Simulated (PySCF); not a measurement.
**Working out the electron affinity of Al**

Al⁻ [Ne] 3s2 3p2 (3P) → Al [Ne] 3s2 3p1 (2P). Calculation: PySCF 2.14, in aug-cc-pwCVDZ (6s5p3d, 36 functions); no relativity, point nucleus. Frozen: nothing. Energies in hartree (1 hartree = 27.21139 eV):

| part | Al⁻ (lower) | Al (upper) |
| --- | --- | --- |
| UHF | -241.874994 | -241.874277 |
| MP2 opposite-spin | -0.124869 | -0.120801 |
| MP2 same-spin | -0.047537 | -0.041315 |

Q: What does Hartree-Fock give?

A: (-241.874277) − (-241.874994) = 0.000717 hartree = 0.020 eV.

Q: What do MP2 and SCS-MP2 (6/5 opposite-spin, 1/3 same-spin) give?

A: The opposite-spin parts differ by 0.111 eV and the same-spin parts by 0.169 eV. MP2: 0.020 + (0.111) + (0.169) = 0.300 eV. SCS-MP2: 0.020 + 1.2 × (0.111) + (0.169)/3 = 0.210 eV.

A first-order spin-orbit estimate adds -0.003 eV to MP2 (all electrons), giving 0.297 eV against 0.433 eV (measured; photodetachment measurements, as compiled on the Wikipedia data page of electron affinities).

A double-zeta basis recovers only part of the correlation energy.

What remains against the reference includes basis incompleteness and correlation beyond second order.
